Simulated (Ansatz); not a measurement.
Born–Oppenheimer molecular dynamics of ClFHSi (4 atoms, charge 1, multiplicity 1). It goes on from the last frame of an earlier run, with new velocities.

Theory: RKS PBE0-D4/STO-3G in Ansatz.

| Quantity | Value |
| --- | --- |
| ensemble | NVE (velocity Verlet) |
| time step | 0.5 fs |
| steps asked | 400 |
| starting velocities drawn for | 700 K |
| masses | H 2.014 u |
| seed | 496982 |

First frame:

```xyz
4
Properties=species:S:1:pos:R:3
F 1.378 0.012 0.859
Si -0.004 -0.161 -0.012
Cl -0.858 1.614 -0.463
H -0.515 -1.553 -0.391
```

**Question.** What does the run give?

**Answer.** All steps were run.

- steps done: 400
- time covered: 200 fs
- mean temperature over the second half: 575 K
- spread of the potential energy over the second half: 16.2 meV per atom
- mean potential energy of the second half above the start: 8.1 meV per atom

The conserved energy stayed within 0.21 meV per atom of its start (net change -0.13 meV per atom), so the integration is sound. A run of 0.2 ps of so small a system gives no equilibrium averages. Limits of this set-up: minimal basis, the dipole of an ion depends on the origin.

**Question.** What happens to the structure?

**Answer.** The same pairs are bonded in the first frame and the last. Pairs count as bonded within 1.25 times the sum of covalent radii (0.12 Å more for H–H). Another seed would give other details.

**Question.** How do temperature and energy run in time?

**Answer.** 
```tsv
time (fs)	T (K)	potential energy less start (eV)	conserved less start (meV/atom)
0.0	700	0.000	0.00
10.0	732	-0.009	-0.09
20.0	985	-0.074	-0.14
30.0	424	0.072	0.07
40.0	690	0.003	0.01
50.0	462	0.062	0.11
60.0	137	0.146	0.20
70.0	586	0.030	0.08
80.0	495	0.053	0.02
90.0	660	0.010	0.02
100.0	911	-0.055	-0.08
110.0	537	0.042	-0.05
120.0	778	-0.020	0.01
130.0	531	0.044	0.03
140.0	275	0.111	0.13
150.0	461	0.063	0.17
160.0	135	0.147	0.16
170.0	739	-0.010	-0.02
180.0	812	-0.029	-0.02
190.0	642	0.015	-0.06
200.0	981	-0.073	-0.13
```

The run took 2.8 min on 1 CPU thread of a shared host.
